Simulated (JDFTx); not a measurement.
Input for a modified build of JDFTx: propane, C3H8 (SMILES CCC), charge 0, multiplicity 1, linear PCM (GLSSA13), carbon tetrachloride, no salt; lengths in bohr, energies in hartree. The run starts from orbitals saved by an earlier run of the same system.

```
lattice \
  27.4010288071 0.0000000000 0.0000000000 \
  0.0000000000 23.1491450267 0.0000000000 \
  0.0000000000 0.0000000000 22.6767134955
coords-type Cartesian
ion C -2.3823871206 -0.8158504050 0.0004963287 0
ion C 0.0000117195 0.8013051669 0.0004766017 0
ion C 2.3823956542 -0.8158570352 0.0004857495 0
ion H -4.0640291743 0.3659932295 0.0021114147 0
ion H -2.4354702635 -2.0179759152 -1.6666726593 0
ion H -2.4337624280 -2.0201564631 1.6661562381 0
ion H -0.0000009599 2.0199323473 1.6666726593 0
ion H -0.0000274080 2.0201564631 -1.6655667233 0
ion H 4.0640291743 0.3659964029 0.0015047912 0
ion H 2.4340453231 -2.0197204549 1.6664452497 0
ion H 2.4351489978 -2.0184123681 -1.6663703388 0
ion-species pseudo/c_pbe_v1.2.upf
ion-species pseudo/h_pbe_v1.4.upf
core-overlap-check none
elec-cutoff 20 100
elec-ex-corr gga-PBE
symmetries none
elec-n-bands 10
electronic-minimize nIterations 150 energyDiffThreshold 1e-7
fluid LinearPCM
pcm-variant GLSSA13
fluid-solvent CCl4
fluid-minimize nIterations 400 knormThreshold 1e-11
wavefunction read s0.wfns 13
dump-name s7.$VAR
dump End State Ecomponents EigStats BandEigs Forces ElecDensity IonicPositions FluidDebug
```

The log closes as follows.

```
[...]
ElecMinimize: Iter:   3  Etot: -21.885168046288406  |grad|_K:  3.398e-07  alpha:  1.173e+00  linmin: -7.692e-05
ElecMinimize: Iter:   4  Etot: -21.885168128038384  |grad|_K:  1.548e-07  alpha:  1.152e+00  linmin:  4.335e-04
ElecMinimize: Iter:   5  Etot: -21.885168144022462  |grad|_K:  7.316e-08  alpha:  1.086e+00  linmin:  1.214e-03
ElecMinimize: Converged (|Delta Etot|<1.000000e-07 for 2 iters).

# Ionic positions in cartesian coordinates:
ion C  -2.382387120600000  -0.815850405000000   0.000496328700000 0
ion C   0.000011719500000   0.801305166900000   0.000476601700000 0
ion C   2.382395654200000  -0.815857035200000   0.000485749500000 0
ion H  -4.064029174300000   0.365993229500000   0.002111414700000 0
ion H  -2.435470263500000  -2.017975915200000  -1.666672659300000 0
ion H  -2.433762428000000  -2.020156463100000   1.666156238100000 0
ion H  -0.000000959900000   2.019932347300000   1.666672659300000 0
ion H  -0.000027408000000   2.020156463100000  -1.665566723300000 0
ion H   4.064029174300000   0.365996402900000   0.001504791200000 0
ion H   2.434045323100000  -2.019720454900000   1.666445249700000 0
ion H   2.435148997800000  -2.018412368100000  -1.666370338800000 0

# Forces in Cartesian coordinates:
force C   0.006303463606826   0.008500290846802   0.000018823930311 0
force C  -0.000009765284655  -0.010920143939590  -0.000006446232267 0
force C  -0.006301523157909   0.008505757393993   0.000034229620607 0
force H  -0.009319330765918   0.003784614534875  -0.000038455997710 0
force H  -0.001529406177790  -0.006617609509730  -0.007774635247918 0
force H  -0.001540732572879  -0.006603065898416   0.007687747847172 0
force H   0.000002070465894   0.006484693031458   0.005375804166492 0
force H  -0.000008294624424   0.006476735468922  -0.005357525434326 0
force H   0.009322562256947   0.003788877981399   0.000068226735819 0
force H   0.001533929786595  -0.006607781289289   0.007767858203580 0
force H   0.001545432620689  -0.006612416161732  -0.007697160913445 0

# Energy components:
   A_diel =       -0.0052012239824833
   Eewald =       27.2900323063508274
       EH =       43.2360600159141626
     Eloc =     -100.1341075509512279
      Enl =        2.1275850460069710
      Exc =       -8.3519803340802703
 Exc_core =        0.1010256970964070
       KE =       13.8514178996231543
-------------------------------------
     Etot =      -21.8851681440224617
```

The run took 6 electronic cycles (a count that differs between repeats, as do the digits past 10⁻⁶ Ha); the total lies -0.14 eV from the vacuum run at this geometry.
